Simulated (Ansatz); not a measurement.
Relaxation of BClFH₃ (6 atoms, charge 0, multiplicity 1), to a largest force component of 0.03 eV/Å in at most 50 steps.

Method: RKS r2SCAN/def2-SVP (Ansatz 0.2.0).

```xyz
6
Properties=species:S:1:pos:R:3:forces:R:3
B 0.107 0.444 -0.413 0.02 -0.31 -0.06
F 0.065 -0.016 2.062 0.00 -0.16 -0.09
Cl 1.592 -0.252 -1.013 -0.08 0.03 0.04
H -0.933 -0.122 -0.607 0.01 0.00 -0.02
H 0.168 1.534 0.080 0.03 0.25 0.08
H 0.150 0.875 1.820 0.01 0.19 0.04
```

**Question.** Where does it end, and by what steps?

**Answer.** The forces met the threshold. The force dipped under the threshold on the way, but the program's further checks kept it going. After 31 steps the energy has fallen by 0.124 eV; H6 moved furthest, 0.95 Å.

```csv
step,energy less start (eV),largest force component (eV/Å),accepted
0,0.0000,0.312,yes
2,-0.0134,0.578,yes
4,-0.0075,1.391,no
6,-0.0433,0.203,yes
8,-0.0473,0.114,yes
10,-0.0466,0.503,no
12,-0.0422,0.797,no
14,-0.0503,0.216,yes
16,-0.0537,0.036,yes
18,-0.0562,0.084,yes
20,-0.0582,0.086,yes
22,-0.0618,0.355,yes
24,-0.0808,0.152,yes
26,0.0914,3.315,no
28,-0.1162,0.435,yes
30,-0.1227,0.072,yes
31,-0.1238,0.028,yes
```

```xyz
6
Properties=species:S:1:pos:R:3
B -0.022 0.535 -0.296
F -0.159 0.459 1.712
Cl 1.655 -0.124 -0.351
H -0.907 -0.242 -0.529
H -0.127 1.725 -0.401
H 0.708 0.110 1.793
```

Whether the end is a true minimum wasn't checked by a vibrational analysis.

The run took 82 s on 1 thread of Arm Neoverse V1, with other jobs on the host, peak memory 0.13 GiB.
